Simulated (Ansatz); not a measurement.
Input for Ansatz (development build ahead of 0.2.0):

```yaml
crystal:
  periodic: [false, false, false]
  atoms:
    - { symbol: C, position_ang: [1.45061, -0.43388, 1.0e-05] }
    - { symbol: "N", position_ang: [0.47537, 0.64484, -1.0e-05] }
    - { symbol: C, position_ang: [-0.86811, 0.4264, 0.0] }
    - { symbol: H, position_ang: [2.0849, -0.39459, -0.8902] }
    - { symbol: H, position_ang: [2.08477, -0.39466, 0.89029] }
    - { symbol: H, position_ang: [0.89751, -1.37159, -9.0e-05] }
    - { symbol: H, position_ang: [0.79724, 1.59973, 0.0] }
    - { symbol: H, position_ang: [-1.43727, 1.37613, 2.0e-05] }
    - { symbol: O, position_ang: [-1.40622, -0.6605, 0.0] }
basis:
  gaussian: { orbitals: cc-pVTZ }
hamiltonian:
  xc: hf
correlation:
  method: mp2
  frozen_orbitals: { C: 1, H: 0, "N": 1, O: 1 }
```

The input is written out in the form of the current development build from the run's settings.

Output:

```json
{
 "Converged": "yes",
 "Reference energy": "-208.04151 hartree",
 "Correlation energy": "-0.77734 hartree",
 "Total energy": "-208.81886 hartree",
 "Spin squared of the determinant": "0.000",
 "Stability test": "minimum among restricted orbitals"
}
```
